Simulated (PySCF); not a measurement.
Reproducing measurements on 1-chloro-1,1-difluoroethane

**Measured values to compare with.**

From NIST CCCBDB Release 22 (SRD 101), experimental dipoles, for the gas: dipole moment (dielectric constant against temperature) 2.14 D.

How close the calculation comes is told at the end.

Compound: 1-chloro-1,1-difluoroethane, C2H3ClF2.
Numbering: `[CH3:1][C:2]([F:3])([F:4])[Cl:5]` (hydrogens: H6, H7, H8 on C1)

Structure used (PBE0-D3(BJ)/def2-TZVP), in Å, numbered top down from 1:
```
atom  x, y, z in Å
C1    -0.6634   -0.3111   -0.3602
C2     0.5193    0.2645    0.3580
F3     0.8397   -0.4780    1.4298
F4     0.2554    1.5023    0.8068
Cl5    1.9563    0.3577   -0.6911
H6    -0.4314   -1.3185   -0.7008
H7    -0.9147    0.3149   -1.2143
H8    -1.5044   -0.3423    0.3344
```

The PySCF runs (gas phase, on this PBE0-D3(BJ)/def2-TZVP geometry; no spin–orbit coupling):

```tsv
level	job	basis functions	wall time
PBE0-D3(BJ)/def2-TZVP, grid level 2	geometry optimisation from a GFN2-xTB start shaken at random	179	63 s
B97-2/pcSseg-2	shieldings	229	13 s
KT3/pcSseg-2	shieldings	229	18 s
PBE0/pcSseg-2	shieldings, charges and field gradients, density and orbital grids written	229	17 s
wB97X-D/pcSseg-2	shieldings	229	17 s
CAM-B3LYP/aug-cc-pVTZ	10 singlets by full TDDFT, 4 Tamm–Dancoff triplets, polarisability	303	29 s
PBE0/aug-cc-pVTZ	10 singlets by full TDDFT, 4 Tamm–Dancoff triplets, polarisability, dynamic polarisability, density and orbital grids written	303	29 s
wB97X-D/aug-cc-pVTZ	10 singlets by full TDDFT, 4 Tamm–Dancoff triplets, polarisability, ΔSCF ions	303	1.8 min
```

Hardware: an Intel Xeon 6975P-C with one thread (shared host).

Results beside the measurements:

**Dipole moment.** Measured: 2.14 D (NIST CCCBDB Release 22 (SRD 101), experimental dipoles).

```csv
level,computed (D),computed − measured (D),% (from the printed values)
PBE0-D3(BJ)/def2-TZVP,2.16,+0.02,+1
B97-2/pcSseg-2,2.23,+0.09,+4
KT3/pcSseg-2,2.16,+0.02,+1
PBE0/pcSseg-2,2.24,+0.10,+5
wB97X-D/pcSseg-2,2.26,+0.12,+6
CAM-B3LYP/aug-cc-pVTZ,2.23,+0.09,+4
PBE0/aug-cc-pVTZ,2.20,+0.06,+3
wB97X-D/aug-cc-pVTZ,2.20,+0.06,+3
```

All 8 levels lie above the measurement. The computed dipoles belong to one fixed geometry; measured ones are averaged over vibrations unless marked μe. Magnitudes are compared, not signs.

No measured geometry was used, and the causes of the misses weren't examined.
